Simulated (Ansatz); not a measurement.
The input, for Ansatz 0.2.0:

```yaml
crystal:
  periodic: [false, false, false]
  atoms:
    - {symbol: Si, position_ang: [0.000000, 0.000000, 0.000000]}
    - {symbol: C, position_ang: [0.000000, 0.000000, 1.635786]}
basis:
  gaussian: {orbitals: 6-31G}
hamiltonian: {pseudopotentials: {relativity: none}}
correlation: {active_space: {window: {electrons: 14, orbitals: 7}}}
scf: {lower_state_search: full}
output: {forces: true}
```

```sh
$ ansatz run in.yaml --threads 1 --pin off --events-out ev --progress --plain --max-ram 2176MiB
```

Output:

```
267 factors; integrals over basis functions are off by at most 8.5e-5 eV
mean field evaluation 1: about -8882.1576 eV, gradient 1.6e1 eV
mean field evaluation 2: about -8882.1602 eV, gradient 1.6e1 eV
mean field evaluation 4: about -8883.2500 eV, gradient 1.9e0 eV
mean field evaluation 8: about -8883.3590 eV, gradient 6.8e-2 eV
mean field evaluation 16: about -8883.5146 eV, gradient 1.4e-1 eV
mean field evaluation 32: about -8883.3591 eV, gradient 9.3e-5 eV
mean field evaluation 64: about -8883.3591 eV, gradient 1.6e-4 eV
mean field evaluation 96: about -8883.5172 eV, gradient 2.9e-2 eV
mean field evaluation 128: about -8883.3591 eV, gradient 2.6e-6 eV
mean field -8883.51728966 eV, -326.4632389309 hartree, gradient 2.3e-6 eV, S^2 0.000000; 11 other end points of the search recorded, 0 dependent functions left out
reference -8883.51728966 eV, -326.4632389309 hartree; 10, 10 occupied and 12, 12 virtual orbitals, 267 factors
state -8883.51728966 eV, -326.4632389309 hartree
the calculation of the forces begins
Total energy: -8883.51728966 eV, -326.4632389309 hartree
Atom 0 at     0.000000     0.000000     0.000000 Å, force    -0.000000    -0.000000    -6.695975 eV/Å
Atom 1 at     0.000000     0.000000     1.635786 Å, force     0.000000     0.000000     6.695975 eV/Å
Dipole moment:     0.379033     0.211942    -0.369460 e Å
```

Forces (eV/Å):
```
Si   0.000  0.000 -6.696
C    0.000  0.000  6.696
```

Ran on 1 thread of Intel Xeon 6975P-C, shared host: 1.1 s wall, 0.07 GiB peak host memory.
